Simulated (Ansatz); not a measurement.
Molecule: S2 (charge 0, triplet). 
Coordinates optimised at B3LYP-D3(BJ)/def2-TZVP (Ansatz, an electronic-structure program):
SMILES: S=S
```xyz
2

S      0.0000     0.0000    -0.9518
S      0.0000     0.0000     0.9518
```
Charge 0, spin multiplicity 3.

Wanted: atomisation energy (electronic, to ground-state atoms), in kJ/mol. Cores are frozen in the correlated levels unless marked. UHF or UKS for open shells. Spin-orbit coupling is left out. Non-relativistic. The coupled-cluster limit lacks core correlation, which all-electron functionals hold. CBS(X,Y): correlation extrapolated as X^-3; Hartree-Fock from the larger set (for Q and 5 zeta extrapolated as (X+1)exp(-9√X)).

| level | program | atomisation energy (kJ/mol) | minus last row |
|---|---|---|---|
| HF/def2-SVPD | Ansatz | 180.6 | -251.7 |
| PBE/def2-TZVPD | Ansatz | 482.6 | 50.3 |
| PBE-D3(BJ)/def2-TZVPD | Ansatz + dftd3 | 486.0 | 53.7 |
| MP2/aug-cc-pV(Q+d)Z | Ansatz | 442.4 | 10.1 |
| RI-MP2/CBS(cc-pV(T+d)Z,cc-pV(Q+d)Z) | Ansatz | 450.7 | 18.4 |
| SCS-MP2/def2-QZVPPD | Ansatz | 416.8 | -15.5 |
| CCSD/6-31G | Ansatz | 158.6 | -273.7 |
| CCSD/cc-pV(D+d)Z | Ansatz | 335.1 | -97.2 |
| CCSD(T)/def2-QZVPP | Ansatz | 417.5 | -14.8 |
| CCSD(T)/CBS(cc-pV(Q+d)Z,cc-pV(5+d)Z) | Ansatz | 432.3 | 0.0 |
